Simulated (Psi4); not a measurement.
**H2O3 (SMILES OOO) at 3 levels**

We compute a comparison of 3 runs (B3LYP/cc-pVTZ, CAM-B3LYP/cc-pVTZ, PBE0/cc-pVTZ) of H2O3. 

The calculation is run with Psi4 1.11.

1 further run of the same task is left out (set aside as unsound or not needed).

## Step 1: The structure to begin with

H2O3 has 5 atoms, charge 0, and is taken as a singlet. SMILES: `OOO`. The O3–H5 distance was set to 1.743 Å, away from the relaxed value. At this shape a bond of the SMILES string is far longer than usual.

Bond lengths: O1–O2 1.403 Å, O2–O3 1.403 Å, O1–H4 0.968 Å. Angles: O1–O2–O3 108.0°, O2–O1–H4 102.8°.

## Step 2: A single-point energy at B3LYP/cc-pVTZ (run 1)

The input, calc.py:

```python
import psi4

psi4.set_memory(1600000000)
psi4.set_num_threads(1)
psi4.core.set_output_file('psi4.out', False)

mol = psi4.geometry("""
0 1
O     -1.021274    -1.379236     0.222740
O     -0.186604    -0.722846     1.139110
O      1.120136    -0.746116     0.629950
H     -1.363364    -0.651066    -0.316320
H      1.239280     0.782200    -0.199990
symmetry c1
""")

psi4.set_options({
    'basis': 'cc-pVTZ',
    'puream': True,
    'e_convergence': 1e-09,
    'd_convergence': 1e-08,
    'scf_type': 'pk',
    'dft_radial_points': 99,
    'dft_spherical_points': 590,
})

e, wfn = psi4.energy("B3LYP", molecule=mol, return_wfn=True)
psi4.oeprop(wfn, "DIPOLE", "LOWDIN_CHARGES", "WIBERG_LOWDIN_INDICES")
print('E =', round(e, 9))
```

Started as:

```bash
$ python calc.py
```

psi4.out:

```text
[...]
  Running in c1 symmetry.
[...]
  Nuclear repulsion =   77.099090689303893
[...]
  Multiplicity = 1
[...]
  Nalpha       = 13
  Nbeta        = 13
[...]
    Number of basis functions: 118
[...]
   @RKS iter   1:  -226.44790327879284   -4.34962e-01   5.74796e-03 DIIS/ADIIS
[...]
   @RKS iter  13:  -226.65876426421704   -5.68434e-12   2.33452e-09 DIIS
[...]
    Orbital Energies [Eh]
    ---------------------
    Doubly Occupied:
       1A    -19.280335     2A    -19.237686     3A    -19.211204
       4A     -1.206439     5A     -1.024451     6A     -0.818420
       7A     -0.572508     8A     -0.515820     9A     -0.492385
      10A     -0.414644    11A     -0.340266    12A     -0.324508
      13A     -0.297250
[...]
  @RKS Final Energy:  -226.65876426421704
   => Energetics <=
    Nuclear Repulsion Energy =             77.0990906893038925
    One-Electron Energy =                -464.8281302081226158
    Two-Electron Energy =                 182.2534004723092949
    DFT Exchange-Correlation Energy =     -21.1831252177076550
    Empirical Dispersion Energy =           0.0000000000000000
    VV10 Nonlocal Energy =                  0.0000000000000000
    Total Energy =                       -226.6587642642170408
[...]
 Multipole Moments:
 ------------------------------------------------------------------------------------
     Multipole            Electronic (a.u.)      Nuclear  (a.u.)        Total (a.u.)
 ------------------------------------------------------------------------------------
 L = 1.  Multiply by 2.5417464519 to convert [e a0] to [Debye]
 Dipole X            :         -0.3064358           -0.0589902           -0.3654260
 Dipole Y            :         -1.0012739            1.8256951            0.8244212
 Dipole Z            :          1.0511686           -1.6586285           -0.6074600
 Magnitude           :                                                    1.0872967
[...]
```

The script printed:

```text
E = -226.658764264
```

Wall time 33 s (1 thread of AMD EPYC 7R43 (Zen 3), shared host); peak memory 0.72 GiB.

## Step 3: A single-point energy at CAM-B3LYP/cc-pVTZ (run 2)

The input, run.py:

```python
import numpy as np
from ase.calculators.psi4 import Psi4
from ase import Atoms

a = Atoms(['O', 'O', 'O', 'H', 'H'], positions=[
    [-1.021274, -1.379236, 0.222740],
    [-0.186604, -0.722846, 1.139110],
    [1.120136, -0.746116, 0.629950],
    [-1.363364, -0.651066, -0.316320],
    [1.239280, 0.782200, -0.199990],
])
calc = Psi4(atoms=a, method='cam-b3lyp', basis='cc-pVTZ', memory='1600MB', num_threads=1, charge=0, multiplicity=1, label='h2o3')
calc.psi4.set_options({'puream': True, 'e_convergence': 1e-09, 'd_convergence': 1e-08, 'scf_type': 'pk', 'dft_radial_points': 99, 'dft_spherical_points': 590})
a.calc = calc

print(f'energy: {a.get_potential_energy():.6f} eV')
```

Started as:

```bash
$ python run.py
```

h2o3.dat:

```text
[...]
  Running in c1 symmetry.
[...]
  Nuclear repulsion =   77.099090689303893
[...]
  Multiplicity = 1
[...]
  Nalpha       = 13
  Nbeta        = 13
[...]
    Number of basis functions: 118
[...]
   @RKS iter   1:  -226.38712694793000   -6.16280e-01   5.37418e-03 ADIIS/DIIS
[...]
   @RKS iter  14:  -226.57693692510713   -1.15961e-11   4.95279e-09 DIIS
[...]
    Orbital Energies [Eh]
    ---------------------
    Doubly Occupied:
       1A    -19.347925     2A    -19.309669     3A    -19.280489
       4A     -1.284660     5A     -1.101018     6A     -0.891035
       7A     -0.637904     8A     -0.582222     9A     -0.559923
      10A     -0.479196    11A     -0.403776    12A     -0.390384
      13A     -0.354547
[...]
  @RKS Final Energy:  -226.57693692510713
   => Energetics <=
    Nuclear Repulsion Energy =             77.0990906893038925
    One-Electron Energy =                -464.8592431439529378
    Two-Electron Energy =                 180.4712276153767334
    DFT Exchange-Correlation Energy =     -19.2880120858347865
    Empirical Dispersion Energy =           0.0000000000000000
    VV10 Nonlocal Energy =                  0.0000000000000000
    Total Energy =                       -226.5769369251071339
[...]
 Multipole Moments:
 ------------------------------------------------------------------------------------
     Multipole            Electronic (a.u.)      Nuclear  (a.u.)        Total (a.u.)
 ------------------------------------------------------------------------------------
 L = 1.  Multiply by 2.5417464519 to convert [e a0] to [Debye]
 Dipole X            :         -0.2577547           -0.0589902           -0.3167449
 Dipole Y            :         -0.9080184            1.8256951            0.9176767
 Dipole Z            :          0.9932449           -1.6586285           -0.6653836
 Magnitude           :                                                    1.1769423
[...]
```

On the terminal:

```text
energy: -6165.472495 eV
```

It took 32 s on 1 thread of AMD EPYC 7R43 (Zen 3), shared host; peak memory 0.92 GiB.

## Step 4: Energy and gradient at PBE0/cc-pVTZ (run 3)

The input, calc.dat:

```
memory 1600 mb

molecule {
  0 1
  O
  O 1 1.402589
  O 2 1.402624 1 108.02795
  H 1 0.968423 2 102.82674 3 -94.3796
  H 3 1.7432 2 102.82404 1 94.40545
  symmetry c1
}

set basis cc-pVTZ
set reference rks
set puream true
set e_convergence 1e-09
set d_convergence 1e-08
set scf_type pk
set dft_radial_points 99
set dft_spherical_points 590

E, wfn = gradient('pbe0', return_wfn=True)
oeprop(wfn, 'DIPOLE', 'QUADRUPOLE', 'LOWDIN_CHARGES')
```

Started as:

```bash
$ psi4 -n 1 calc.dat calc.out
```

calc.out:

```text
[...]
  Running in c1 symmetry.
[...]
  Nuclear repulsion =   77.099095175299979
[...]
  Multiplicity = 1
[...]
  Nalpha       = 13
  Nbeta        = 13
[...]
    Number of basis functions: 118
[...]
   @RKS iter   1:  -226.22835479763899   -4.96384e-01   5.25317e-03 DIIS/ADIIS
[...]
   @RKS iter  13:  -226.41225112649479   -1.50635e-12   2.29383e-09 DIIS
[...]
    Orbital Energies [Eh]
    ---------------------
    Doubly Occupied:
       1A    -19.357325     2A    -19.315037     3A    -19.287183
       4A     -1.233263     5A     -1.048035     6A     -0.838374
       7A     -0.584253     8A     -0.527562     9A     -0.504238
      10A     -0.424169    11A     -0.348866    12A     -0.333478
      13A     -0.303130
[...]
  @RKS Final Energy:  -226.41225112649479
   => Energetics <=
    Nuclear Repulsion Energy =             77.0990951752999791
    One-Electron Energy =                -464.7759970999961183
    Two-Electron Energy =                 180.9437582069828920
    DFT Exchange-Correlation Energy =     -19.6791074087815403
    Empirical Dispersion Energy =           0.0000000000000000
    VV10 Nonlocal Energy =                  0.0000000000000000
    Total Energy =                       -226.4122511264947946
[...]
  -Total Gradient:
     Atom            X                  Y                   Z
    ------   -----------------  -----------------  -----------------
       1       -0.000061897242    -0.000953331336    -0.000027358648
       2        0.006425002468     0.041667556624    -0.009741203246
       3       -0.080358249698    -0.031176530704     0.001087434112
       4       -0.000257501758     0.000033528968    -0.001653787984
       5        0.074253290891    -0.009572119389     0.010336215882
[...]
 Multipole Moments:
 ------------------------------------------------------------------------------------
     Multipole            Electronic (a.u.)      Nuclear  (a.u.)        Total (a.u.)
 ------------------------------------------------------------------------------------
 L = 1.  Multiply by 2.5417464519 to convert [e a0] to [Debye]
 Dipole X            :         -1.2651955            2.3709603            1.1057648
 Dipole Y            :          0.6726496           -0.6295665            0.0430831
 Dipole Z            :          0.0503583           -0.2643591           -0.2140008
 Magnitude           :                                                    1.1271062
 L = 2.  Multiply by 1.3450342976 to convert [e a0^2] to [Debye ang]
 Quadrupole XX       :        -22.6278431           12.6832518           -9.9445913
 Quadrupole XY       :          4.9724469           -5.4299994           -0.4575524
[...]
```

It took 48 s on 1 thread of AMD EPYC 7R43 (Zen 3), shared host; peak memory 0.71 GiB.

## Step 5: The series

```
run              level      task  energy (Eh)  dipole moment (D)  HOMO energy (eV)  LUMO energy (eV)  wall time
  1      B3LYP/cc-pVTZ    energy  -226.658764               2.76             -8.09             -4.06       33 s
  2  CAM-B3LYP/cc-pVTZ    energy  -226.576937               2.99             -9.65             -2.70       32 s
  3       PBE0/cc-pVTZ  gradient  -226.412251               2.86             -8.25             -3.74       48 s
```

## Step 6: Summary of results

```
                       quantity          value
            run 3: total energy  -226.41225 Eh
           run 3: dipole moment         2.86 D
             run 3: HOMO energy       -8.25 eV
             run 3: LUMO energy       -3.74 eV
           run 3: HOMO–LUMO gap        4.51 eV
run 3: largest force on an atom     4.433 eV/Å
```

**Reading.** The dipole moment (its size) runs from 2.76 D (B3LYP/cc-pVTZ) to 2.99 D (CAM-B3LYP/cc-pVTZ). The HOMO–LUMO gap runs from 4.03 eV (B3LYP/cc-pVTZ) to 6.95 eV (CAM-B3LYP/cc-pVTZ). Totals of different functionals can't be ranked against each other. In runs 1, 2, 3 a closed-shell determinant meets a far-stretched bond, which it describes badly. All runs together took 1.9 min, the longest 48 s.
